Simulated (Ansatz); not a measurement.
A nudged elastic band was laid between two geometries of AlH3O + H3P (9 atoms, charge 0, multiplicity 1).

Computed with Ansatz 0.2.0, RKS B3LYP/def2-SVP.

```json
{"movable images": "7", "climbing image": "yes", "spring": "5.0 eV/Å²", "optimiser": "quadratic models (default)", "start path": "through a guess of the saddle point", "force threshold": "0.05 eV/Å", "iteration limit": "60", "end points": "relaxed"}
```

First end point:

```xyz
9
Properties=species:S:1:pos:R:3
Al -0.053 -0.424 0.196
H -0.164 -1.011 1.664
H 1.303 -0.040 -0.510
O -1.452 -0.263 -0.778
H -2.352 -0.476 -0.516
P -0.575 3.076 1.366
H -1.340 2.247 0.487
H -0.490 2.076 2.386
H 0.673 2.709 0.771
```

Last end point:

```xyz
9
Properties=species:S:1:pos:R:3
Al -0.340 0.770 -0.330
H 0.344 -0.560 2.298
H 1.084 0.137 -0.621
O -1.766 -0.097 -0.700
H -1.818 -0.978 -1.082
P -0.673 2.974 0.365
H -1.688 2.623 1.309
H 0.391 2.930 1.321
H 0.016 0.095 2.506
```

Which bonds break or form, and what moves?

Bonds broken: Al1–H2, P6–H9. Bonds formed: Al1–P6, H2–H9. AlH3O + H3P becomes AlH4OP + H2.

What energy profile does the band end with?

It converged. The highest image is number 4 of 0 to 8, 1.06 eV above the first end and 1.15 eV above the last; the last end lies 0.09 eV below the first. The profile has 2 maxima (images 4, 7) with wells between them (image 6): this band takes more than one step, which may be the mechanism or a detour left from its start path. A vibrational analysis at the climbing image gives one clearly imaginary mode, 1083i cm⁻¹: a first-order saddle point. The orbitals stay closed-shell, which can raise the energy where a bond breaks towards radicals; this wasn't checked here.

```csv
image,path coordinate (Å),energy (eV),Al1–H2 (Å),P6–H9 (Å),Al1–P6 (Å)
0,0.00,0.00,1.58,1.43,3.73
1,1.34,0.03,1.58,1.43,4.03
2,2.68,0.07,1.59,1.43,4.02
3,4.01,0.09,1.59,1.44,3.29
4,5.35,1.06,1.72,1.83,2.54
5,6.38,-0.01,2.30,2.83,2.37
6,7.42,-0.09,2.99,3.62,2.35
7,8.45,0.00,2.87,3.87,2.34
8,9.48,-0.09,3.02,3.65,2.34
```

What is the geometry of the highest image?


```xyz
9
Properties=species:S:1:pos:R:3
Al -0.064 0.141 0.034
H -0.282 -0.165 1.713
H 1.453 0.109 -0.351
O -1.275 -0.507 -0.971
H -2.203 -0.702 -0.822
P -0.510 2.550 0.692
H -1.627 2.631 1.574
H 0.479 2.901 1.655
H -0.421 0.934 1.542
```

The band took 20 iterations and about 3 core-minutes.

Time of the run: 3.2 min on 1 thread of Intel(R) Xeon(R) 6975P-C (Granite Rapids), on a shared host, peak memory 0.16 GiB.
